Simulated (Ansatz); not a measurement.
# B3LYP/6-31G(d) (Cartesian functions) run of [CF3]+ (SMILES F[C+](F)F)

What is the vertical electron affinity of [CF3]+ at B3LYP/6-31G* (Cartesian functions)? 

The calculation is run with Ansatz 0.2.0.

2 further runs of the same task are left out: 2 set aside as unsound or not needed.

## Step 1: The molecule

The species is [CF3]+ (4 atoms), meant as a singlet with charge +1. SMILES: `F[C+](F)F`. The coordinates come from a PBE0-D4/def2-TZVP relaxation.

Bond lengths: F1–C2 1.230 Å, C2–F3 1.230 Å, C2–F4 1.230 Å. Angles: F1–C2–F3 120.0°, F1–C2–F4 120.0°, F3–C2–F4 120.0°.

## Step 2: A single-point energy at B3LYP/6-31G(d) (Cartesian functions)

The input, job.yaml:

```yaml
crystal:
  periodic: [false, false, false]
  atoms:
    - {symbol: F, position_ang: [0.698600, -0.114600, 1.005400]}
    - {symbol: C, position_ang: [0.000000, 0.000000, -0.000000]}
    - {symbol: F, position_ang: [-0.609500, -0.973400, -0.439400]}
    - {symbol: F, position_ang: [-0.089000, 1.088000, -0.566000]}
basis:
  gaussian: {orbitals: "6-31G*"}
output: {orbitals: {seedname: orbitals}}
hamiltonian: {xc: {name: B3LYP}}
total_charge: 1
accuracy: high
```

Run with:

```sh
$ ansatz run job.yaml --threads 1 --pin off --max-ram 3480MiB --events-out events.jsonl --progress --plain --runs-dir runs
```

Log:

```text
Warning: RAYON_NUM_THREADS=1 ignored (pool sized by the plan → 1); use --threads N
Functional definition: B3LYP
  name "B3LYP"
  parameter a0 = 0.2
  parameter ax = 0.72
  parameter ac = 0.81
  exchange = (1 - a0 - ax)*slater_x + ax*b88_x + a0*exact_x
  correlation = (1 - ac)*vwn_rpa_c + ac*lyp_c
1224 factors; integrals over basis functions are off by at most 2.3e-9 eV
mean field evaluation 1: about -9170.7435 eV, gradient 6.5e1 eV
mean field evaluation 2: about -9163.2931 eV, gradient 9.8e1 eV
mean field evaluation 4: about -9176.3717 eV, gradient 7.6e-1 eV
mean field evaluation 8: about -9176.3725 eV, gradient 8.2e-3 eV
mean field evaluation 16: about -9176.3725 eV, gradient 4.2e-7 eV
mean field -9176.37246504 eV, -337.2254681214 hartree, gradient 4.5e-8 eV, S^2 0.000000; 0 other end points of the search recorded, 0 dependent functions left out
reference -9176.37248207 eV, -337.2254687474 hartree; 16, 16 occupied and 44, 44 virtual orbitals, 1224 factors
Total energy: -9176.37248207 eV, -337.2254687474 hartree
```

Wall time 2.4 s (1 thread of Arm Neoverse V1, shared host); peak memory 0.14 GiB.

## Step 3: Doublet neutral CF3

The input, in.yaml:

```yaml
crystal:
  periodic: [false, false, false]
  atoms:
    - {symbol: F, position_ang: [0.698600, -0.114600, 1.005400]}
    - {symbol: C, position_ang: [0.000000, 0.000000, -0.000000]}
    - {symbol: F, position_ang: [-0.609500, -0.973400, -0.439400]}
    - {symbol: F, position_ang: [-0.089000, 1.088000, -0.566000]}
basis:
  gaussian: {orbitals: "6-31G*"}
magnetization: {spin_polarized: true, initial_magnetization: 1}
hamiltonian: {xc: {name: B3LYP}}
accuracy: high
output: {orbitals: {seedname: orbitals}}
```

Run with:

```sh
$ ansatz run in.yaml --threads 1 --pin off --max-ram 3480MiB --events-out events.jsonl --progress --plain --runs-dir runs
```

Log (excerpt; [...] marks lines left out):

```text
Warning: RAYON_NUM_THREADS=1 ignored (pool sized by the plan → 1); use --threads N
[... 7 set-up lines as earlier in the session ...]
1224 factors; integrals over basis functions are off by at most 2.2e-9 eV
mean field evaluation 1: about -9182.0771 eV, gradient 2.1e1 eV
mean field evaluation 2: about -9181.5833 eV, gradient 2.5e1 eV
mean field evaluation 4: about -9183.2358 eV, gradient 4.5e-1 eV
mean field evaluation 8: about -9183.2853 eV, gradient 1.8e-2 eV
mean field evaluation 16: about -9183.2853 eV, gradient 9.0e-7 eV
mean field -9183.28525629 eV, -337.4795085144 hartree, gradient 2.3e-8 eV, S^2 0.752654; 0 other end points of the search recorded, 0 dependent functions left out
reference -9183.28527483 eV, -337.4795091957 hartree; 17, 16 occupied and 43, 44 virtual orbitals, 1224 factors
Total energy: -9183.28527483 eV, -337.4795091957 hartree
```

It took 4.5 s on 1 thread of Arm Neoverse V1, shared host; peak memory 0.2 GiB.

## Step 4: Outcome

At B3LYP/6-31G* (Cartesian functions):

```
                                               quantity          value
                           singlet [CF3]+: total energy  -337.22547 Eh
                            singlet [CF3]+: HOMO energy      -21.25 eV
                            singlet [CF3]+: LUMO energy      -10.60 eV
                          singlet [CF3]+: HOMO–LUMO gap       10.66 eV
                      doublet neutral CF3: total energy  -337.47951 Eh
doublet neutral CF3: HOMO energy (highest over α and β)       -3.13 eV
 doublet neutral CF3: LUMO energy (lowest over α and β)        1.27 eV
                              doublet neutral CF3: ⟨S²⟩          0.753
    vertical electron affinity (to the doublet neutral)       6.913 eV
```

What this shows: At fixed nuclei the extra electron is bound by 6.91 eV (667 kJ/mol).
